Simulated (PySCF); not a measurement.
**MgCl: basis, grid and Hamiltonian**

Which parts of the numerical set-up matter for MgCl? Each run edits the base script.

Program: PySCF 2.14.0. Level of theory: each script names its method and basis. These are calculated values, not measurements.

**1. Starting geometry**

MgCl: 2 atoms, charge 0, spin multiplicity 2.

Bond lengths: Mg1–Cl2 2.162 Å.

**2. Base script**

input.py reads:

```python
from pyscf import gto, scf, mp

mol = gto.M(
    atom='Mg 0 0 0; Cl 0 0 2.162',
    basis='sbkjc',
    ecp={'Mg': 'sbkjc', 'Cl': 'sbkjc'},
    charge=0,
    spin=1,
    verbose=4,
)
mf = scf.UHF(mol)
mf.kernel()
mp.MP2(mf).kernel()
mf.dip_moment()
print('orbital energies (hartree):', [e[max(0, n-3):n+3].round(4) for e, n in zip(mf.mo_energy, mol.nelec)])
```

Command:

```
python input.py
```

Its log is not repeated here.

In short: E(SCF) = -15.513949 Eh, 10 cycles, E(MP2) − E(SCF) = -0.03562 Eh, ⟨S²⟩ = 0.751, μ = 4.12 D (of the SCF density).

The bond length is a typed value, not an optimised one.

**3. Crenbl**

Run 1 changes basis set: sbkjc → crenbl. The core potential changes with it: totals don't compare.

input.py reads:

```python
from pyscf import gto, scf, mp

mol = gto.M(
    atom='Mg 0 0 0; Cl 0 0 2.162',
    basis='crenbl',
    ecp={'Mg': 'crenbl', 'Cl': 'crenbl'},
    charge=0,
    spin=1,
    verbose=4,
)
mf = scf.UHF(mol)
mf.kernel()
mp.MP2(mf).kernel()
mf.dip_moment()
print('orbital energies (hartree):', [e[max(0, n-3):n+3].round(4) for e, n in zip(mf.mo_energy, mol.nelec)])
```

Command:

```
python input.py
```

**4. Cc-pvdz (core potential off)**

Run 2 changes basis set: sbkjc → cc-pvdz; core potential: on → off. The core potential changes with it: totals don't compare.

input.py, as its differences from that of step 2:

```diff
@@ -4,4 +4,3 @@
     atom='Mg 0 0 0; Cl 0 0 2.162',
-    basis='sbkjc',
-    ecp={'Mg': 'sbkjc', 'Cl': 'sbkjc'},
+    basis='cc-pvdz',
     charge=0,
```

**5. Cartesian functions on**

Run 3 changes Cartesian functions: off → on.

input.py, as its differences from that of step 2:

```diff
@@ -8,2 +8,3 @@
     spin=1,
+    cart=True,
     verbose=4,
```

**6. Core potential off**

Run 4 changes core potential: on → off. The core potential changes with it: totals don't compare.

input.py, as its differences from that of step 2:

```diff
@@ -5,3 +5,2 @@
     basis='sbkjc',
-    ecp={'Mg': 'sbkjc', 'Cl': 'sbkjc'},
     charge=0,
```

**Question.** What will these runs give? Wanted: for each run, E(SCF); from base; gap, α spin; SCF dipole; after the SCF.

**Answer**, as computed:

```csv
run,E(SCF) (hartree),from base (eV),cycles,"gap, α spin (eV)",SCF dipole (D),functions,after the SCF
base,-15.513949,0,10,8.56,4.12,16,MP2 correlation -0.969 eV
crenbl,-77.486298,not comparable,10,9.49,7.48,34,MP2 correlation -4.178 eV
cc-pvdz (core potential off),-659.181369,not comparable,10,8.74,3.30,36,MP2 correlation -4.282 eV
Cartesian functions on,-15.513949,0.0000,10,8.56,4.12,16,MP2 correlation -0.969 eV
core potential off (poor choice),-123.059092,not comparable,6,3.00,4.08,16,MP2 correlation -0.030 eV
```

What this shows: With Cartesian functions on the SCF ends at the base energy. The basis has no d shells, so the Cartesian switch can't act. Rows marked «poor choice» come from settings spoiled on purpose.
